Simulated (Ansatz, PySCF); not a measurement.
Breaking a bond: H2O, SMILES O, singlet. The O1–H3 bond (O1 also carries H; H3 carries nothing else) is pulled apart rigidly from the PBE0/def2-TZVP optimised geometry.

Methods: UCCSD(T) = CCSD(T) on UHF/cc-pVDZ, frozen core (Ansatz, a quantum-chemistry and plane-wave program); RHF/6-31G* = restricted Hartree-Fock/6-31G*, spherical d in PySCF 2.14.0; FCI = full CI/cc-pVDZ, frozen core run with Ansatz.

Energies relative to the lowest point of each curve near equilibrium, in eV:

```
R / Å  UCCSD(T)  RHF/6-31G*
-----  --------  ----------
0.77      1.636       1.453
0.83      0.666       0.542
0.86      0.372       0.277
0.93      0.034       0.006
1.01      0.049       0.095
1.12      0.455       0.601
1.30      1.479       1.814
1.46      2.425       2.961
1.93      4.326       5.845
2.38      4.881       7.797
2.57      4.927       8.423
2.84      4.952       9.155
```

Question: What does FCI give at the same points?

Answer: 0.77: 1.640; 0.83: 0.669; 0.86: 0.374; 0.93: 0.034; 1.01: 0.048; 1.12: 0.451; 1.30: 1.471; 1.46: 2.390; 1.93: 4.174; 2.38: 4.765; 2.57: 4.858; 2.84: 4.924 (eV).

The unrestricted determinant behind UCCSD(T) is spin-contaminated at 1.46 to 3.40 Å (<S²> up to 1.0, against 0.00 for a pure singlet). The restricted form behind RHF/6-31G* keeps the bonding electrons paired and can't separate into open-shell fragments.
